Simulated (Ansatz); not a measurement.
Total energies of C$_{3}$H$_{4}$N$_{2}$, SMILES `C=NC1C=N1`.

| atom | x (Å) | y (Å) | z (Å) |
| --- | --- | --- | --- |
| C1 | -0.9492 | -1.0919 | 0.6024 |
| N2 | -0.3766 | -0.0657 | 1.0598 |
| C3 | 0.6660 | 0.5347 | 0.3152 |
| C4 | 0.4707 | 1.0445 | -1.0152 |
| N5 | 1.1034 | -0.0316 | -1.0378 |
| H6 | -0.6814 | -1.5568 | -0.3527 |
| H7 | -1.7472 | -1.5493 | 1.1843 |
| H8 | 1.4552 | 0.9370 | 0.9416 |
| H9 | 0.0591 | 1.7791 | -1.6975 |

Charge 0, multiplicity 1. The geometry is a stationary point of PBE0-D4/def2-TZVP. It is one conformer, not always the lowest. Basis def2-TZVPP, the Gaussian-basis code of Ansatz.

RPA on PBE orbitals: Hartree–Fock energy of these orbitals -224.75406 Eh, correlation -1.37246 Eh (frozen core).

```csv
functional,energy without D4 (Eh),D4 term (kJ/mol)
LDA (SPW92),-224.24479,–
PBE,-225.93175,-16.3
revPBE,-226.14909,-58.5
BLYP,-226.13448,-37.2
r2SCAN,-226.07420,-4.0
PBE0,-225.93725,-13.5
r2SCANh,-226.06018,-4.1
r2SCAN0,-226.04029,-4.6
HSE06 (plane-wave form),-225.92526,-12.4
BHLYP,-226.06218,-17.8
CAM-B3LYP,-226.09015,-13.4
ωB97M-V,-226.12362,–
B2PLYP,-226.01917,–
PBE-QIDH,-225.89650,–
```

Give the same for B97M-V, B3LYP, LC-ωPBE, ωB97X-V. (Estimate.)

The calculation gave: 
```json
{"functional": "B97M-V", "energy without D4 (Eh)": "-226.19195", "D4 term (kJ/mol)": "–"}
{"functional": "B3LYP", "energy without D4 (Eh)": "-226.20764", "D4 term (kJ/mol)": "-26.1"}
{"functional": "LC-ωPBE", "energy without D4 (Eh)": "-226.04573", "D4 term (kJ/mol)": "–"}
{"functional": "ωB97X-V", "energy without D4 (Eh)": "-226.13593", "D4 term (kJ/mol)": "–"}
```

B3LYP takes the VWN-RPA correlation (the form of Gaussian; ORCA's B3LYP/G). HSE06 is the plane-wave form, built on full-range PBE exchange. The double hybrids freeze the cores in their second-order part.

LC-ωPBE has ω = 0.4 bohr⁻¹.
